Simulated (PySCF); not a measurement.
# C4H6O2: the cost of one run

Method: levels as typed in each script, gas phase, geometry from GFN2-xTB; program: PySCF 2.14.0.

### Step 1. Starting geometry

SMILES `CC(=O)C1CO1`, 12 atoms, charge 0, spin multiplicity 1.

Bond lengths: C1–C2 1.501 Å, C1–H7 1.087 Å, C1–H8 1.086 Å, C1–H9 1.090 Å, C2–O3 1.205 Å, C2–C4 1.504 Å, C4–C5 1.474 Å, C4–O6 1.398 Å, C4–H10 1.088 Å, C5–O6 1.389 Å, C5–H11 1.084 Å, C5–H12 1.084 Å. Angles: C2–C1–H7 110.3°, C2–C1–H8 109.8°, C2–C1–H9 108.9°, H7–C1–H8 110.9°, H7–C1–H9 108.5°, H8–C1–H9 108.4°, C1–C2–O3 124.1°, C1–C2–C4 115.8°, O3–C2–C4 120.1°, C2–C4–C5 121.1°, C2–C4–O6 119.3°, C2–C4–H10 113.9°, C5–C4–O6 57.8°, C5–C4–H10 117.6°, O6–C4–H10 115.9°, C4–C5–O6 58.4°, C4–C5–H11 119.5°, C4–C5–H12 118.8° and more.

Geometry (Å):

```csv
atom,x (Å),y (Å),z (Å)
C1,-1.1151,1.2905,-0.0404
C2,-0.8785,-0.1910,0.0207
O3,-1.7488,-1.0191,-0.0760
C4,0.5516,-0.6178,0.2050
C5,1.6220,-0.0826,-0.6558
O6,1.4877,0.3109,0.6696
H7,-0.4424,1.8073,0.6391
H8,-2.1517,1.5085,0.2001
H9,-0.9172,1.6386,-1.0537
H10,0.6642,-1.6338,0.5776
H11,1.3822,0.6648,-1.4032
H12,2.4726,-0.7147,-0.8848
```

### Step 2. Excited states (HF/6-311+g**)

Contents of input.py:

```python
import numpy as np
from pyscf import gto, scf, dft, tdscf
from pyscf.scf import atom_ks, atom_hf
from scipy.linalg import block_diag

def solve(mol, dm0=None, hcore=None):
    mf = scf.UHF(mol) if mol.spin else scf.RHF(mol)
    mf = mf.density_fit(auxbasis='def2-universal-jkfit')
    mf.conv_tol, mf.max_cycle = 1e-8, 80
    if hcore is not None:
        mf.get_hcore = lambda *args: hcore
    mf.kernel(dm0)
    if not mf.converged:
        mf = mf.newton().run(mf.mo_coeff, mf.mo_occ, max_cycle=30)
    assert mf.converged, 'SCF not converged'
    return mf

mol = gto.M(atom='''
C     -1.11506     1.29046    -0.04043
C     -0.87849    -0.19097     0.02072
O     -1.74876    -1.01907    -0.07603
C      0.55162    -0.61784     0.20496
C      1.62200    -0.08260    -0.65579
O      1.48775     0.31094     0.66956
H     -0.44242     1.80729     0.63915
H     -2.15172     1.50851     0.20007
H     -0.91720     1.63861    -1.05375
H      0.66422    -1.63381     0.57755
H      1.38218     0.66479    -1.40321
H      2.47260    -0.71467    -0.88479
''', basis='6-311+g**', charge=0, spin=0, verbose=4)
mf = solve(mol)
td = mf.TDA()
td.nstates, td.singlet, td.conv_tol = 4, True, 1e-5
td.kernel()
td.analyze()
x, y = np.array([p[0] for p in td.xy]), np.array([p[1] + 0 * p[0] for p in td.xy])
f, mu = td.oscillator_strength(), td.transition_dipole()
nto = [td.get_nto(state=i + 1, verbose=4) for i in range(len(td.e))]
# spherically averaged free atoms, for the promolecule
atm = scf.atom_hf.get_atm_nrhf(mol)
pro = block_diag(*[(atm[a[0]][2] * atm[a[0]][3]) @ atm[a[0]][2].T for a in mol._atom])
np.savez('result.npz', e=td.e, f=f, ok=td.converged, w=[n[0] for n in nto], nto=[n[1] for n in nto], x=x, y=y, c=mf.mo_coeff, occ=mf.mo_occ, eps=mf.mo_energy, pro=pro, mu=mu)
```

On the command line:

```sh
$ OMP_NUM_THREADS=1 python input.py
```

What time and memory should one allow on 1 thread of Arm Neoverse V2, shared host?

About 5.2 min, with a peak of 0.34 GiB.
